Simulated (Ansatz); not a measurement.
# CH5Al (triplet): the correlation ladder at a displaced geometry (v2), cc-pVDZ

An exercise on one series of results from a longer session: the logs are not shown, and one member is left open.

The runs use Ansatz 0.2.0, Gaussian basis; cc-pVDZ, core rule «outside noble gas», up to 6 orbitals frozen.

The runs, in order: UHF; CCSD(T) on ROHF; CCSD(T) on UHF; BCCD(T) on ROHF; CISD as a restricted active space (open shells left free, so some higher excitations enter); CCSDT(Q) on ROHF; CCSDT(Q) on UHF.

23 further runs of the same task are left out: 10 that didn't finish, 13 set aside as unsound or not needed. Runs told in other sessions of the task aren't counted.

## What is computed

The geometry is a PBE0/def2-TZVP stationary point (not a proven minimum) with its atoms shifted at random (size 0.100 Å).

7 atoms, charge 0, spin multiplicity 3.

Atoms are counted from 1 here; the program's logs count them from 0.

Bond lengths: Al1–C2 2.230 Å, Al1–H3 1.590 Å, Al1–H4 1.668 Å, C2–H5 1.163 Å, C2–H6 0.958 Å, C2–H7 1.155 Å. Angles: C2–Al1–H3 70.7°, C2–Al1–H4 108.5°, H3–Al1–H4 119.7°, Al1–C2–H5 93.8°, Al1–C2–H6 119.2°, Al1–C2–H7 107.3°, H5–C2–H6 121.5°, H5–C2–H7 103.3°, H6–C2–H7 109.7°.

Set-up of the first run:

The input, in.yaml:

```yaml
crystal:
  periodic: [false, false, false]
  atoms:
    - {symbol: Al, position_ang: [-0.023972, 0.050577, 0.780929]}
    - {symbol: C, position_ang: [-0.079442, -0.059083, -1.445642]}
    - {symbol: H, position_ang: [0.748696, 1.300753, 0.174222]}
    - {symbol: H, position_ang: [0.839224, -1.256827, 1.354009]}
    - {symbol: H, position_ang: [-0.518167, -1.136566, -1.458909]}
    - {symbol: H, position_ang: [-0.488037, 0.653411, -1.938419]}
    - {symbol: H, position_ang: [1.006615, -0.210627, -1.809187]}
basis:
  gaussian: {orbitals: cc-pVDZ}
magnetization: {spin_polarized: true, initial_magnetization: 2}
hamiltonian: {xc: hf}
output: {orbitals: {seedname: orbitals}}
```

Started as:

```
$ ansatz run in.yaml --threads 1 --pin off --events-out ev --progress --plain --max-ram 2393MiB
```

Steps of the session up to this table: UHF; CCSD(T) on ROHF; CCSD(T) on UHF; BCCD(T) on ROHF; CISD as a restricted active space (open shells left free, so some higher excitations enter); CCSDT(Q) on ROHF; CCSDT(Q) on UHF.

One table of the session follows, with a row left open; its other results are not shown here.

```
   method  from UCCSDT(Q) (kJ/mol)
     ROHF                   +661.7
      UHF                   +647.8
     RMP2                   +131.0
     UMP2                   +130.0
     CISD                        ?
    RCCSD                    +19.6
    UCCSD                    +19.2
 RCCSD(T)                     +3.9
 UCCSD(T)                     +4.0
  BCCD(T)                     +3.7
   RCCSDT                     +0.7
   UCCSDT                     +0.7
RCCSDT(Q)                     +0.1
UCCSDT(Q)                        0
```

Estimate the missing values for CISD.

The run gave: from UCCSDT(Q) (kJ/mol): +72.7. In the column «from UCCSDT(Q) (kJ/mol)» it lies between RCCSD (+19.6) and UMP2 (+130.0).

Caveats from the session: Restricted and unrestricted rows rest on different reference determinants; a gap between their highest levels can come from leftover correlation error, from unlike frozen cores or from another state.
